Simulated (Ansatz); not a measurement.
## Two structures, one formula

The two ends of one reaction step of SiNH₇S, singlet (PBE0-D4/def2-TZVP).

A:

```tsv
atom	x (Å)	y (Å)	z (Å)
Si1	-0.6979	0.8961	-0.4288
N2	0.3379	-1.3508	0.9625
H3	-1.1944	2.0828	-1.1875
H4	-1.5866	-0.2391	-0.7727
H5	-0.7968	1.2321	1.0114
H6	1.1349	-1.1338	1.5487
S7	1.3194	0.6326	-1.1040
H8	-0.4082	-1.6771	1.5645
H9	0.6032	-2.1177	0.3564
H10	1.2885	1.6748	-1.9505
```

B:

Si1  (-1.375, 0.192, 0.101)
N2  (-0.152, -0.981, 0.461)
H3  (-1.132, 0.682, -1.279)
H4  (-2.777, -0.313, 0.167)
H5  (-1.231, 1.295, 1.083)
H6  (1.710, 0.126, 0.022)
S7  (2.794, 0.864, -0.313)
H8  (-0.057, -1.283, 1.420)
H9  (-0.055, -1.774, -0.155)
H10  (2.275, 1.190, -1.506)
(Å)

Computed with Ansatz 0.2.0 (basis: def2-TZVPP); correlated methods freeze the cores. B3LYP uses VWN-RPA correlation.

Q: Which structure is lower at CCSD(T), and by how much? (Judge from chemistry; the value comes from the calculation.)

A: By the calculation: A, by 15.8 kJ/mol (electronic energy, against the other). By their contacts, A is a complex of SiH₄S ([SiH3][SH]) + NH₃ and B is a complex of SiNH₅ ([NH2][SiH3]) + H₂S.

All methods give the same order:

```json
{"method": "SPW92", "E(B) − E(A) (kJ/mol)": "23.7"}
{"method": "PBE-D4", "E(B) − E(A) (kJ/mol)": "24.7"}
{"method": "BLYP-D4", "E(B) − E(A) (kJ/mol)": "16.0"}
{"method": "r2SCAN-D4", "E(B) − E(A) (kJ/mol)": "21.6"}
{"method": "B97M-V", "E(B) − E(A) (kJ/mol)": "21.7"}
{"method": "PBE0-D4", "E(B) − E(A) (kJ/mol)": "23.7"}
{"method": "B3LYP-D4", "E(B) − E(A) (kJ/mol)": "15.4"}
{"method": "r2SCAN0-D4", "E(B) − E(A) (kJ/mol)": "21.5"}
{"method": "BHLYP-D4", "E(B) − E(A) (kJ/mol)": "15.0"}
{"method": "CAM-B3LYP-D4", "E(B) − E(A) (kJ/mol)": "11.1"}
{"method": "wB97X-V", "E(B) − E(A) (kJ/mol)": "18.3"}
{"method": "wB97M-V", "E(B) − E(A) (kJ/mol)": "20.5"}
{"method": "B2PLYP", "E(B) − E(A) (kJ/mol)": "12.9"}
{"method": "PBE-QIDH", "E(B) − E(A) (kJ/mol)": "20.9"}
{"method": "RPA on PBE", "E(B) − E(A) (kJ/mol)": "12.8"}
{"method": "HF", "E(B) − E(A) (kJ/mol)": "5.3"}
{"method": "MP2", "E(B) − E(A) (kJ/mol)": "17.6"}
{"method": "CCSD", "E(B) − E(A) (kJ/mol)": "13.7"}
{"method": "CCSD(T)", "E(B) − E(A) (kJ/mol)": "15.8"}
```

The T1 diagnostic stays at or below 0.010.

Labels in which every atom is bracketed show which atoms are joined, not bond orders.

For scale, one of the runs: CCSD(T)/def2-TZVPP, 213 basis functions, launched by `ansatz run in.yaml --threads 4 --pin off --events-out ev --progress --plain --max-ram 9574MiB`. Hardware: 4 CPU threads of an Arm Neoverse V1, shared host. Wall time 39 s; peak host memory 2.8 GiB.
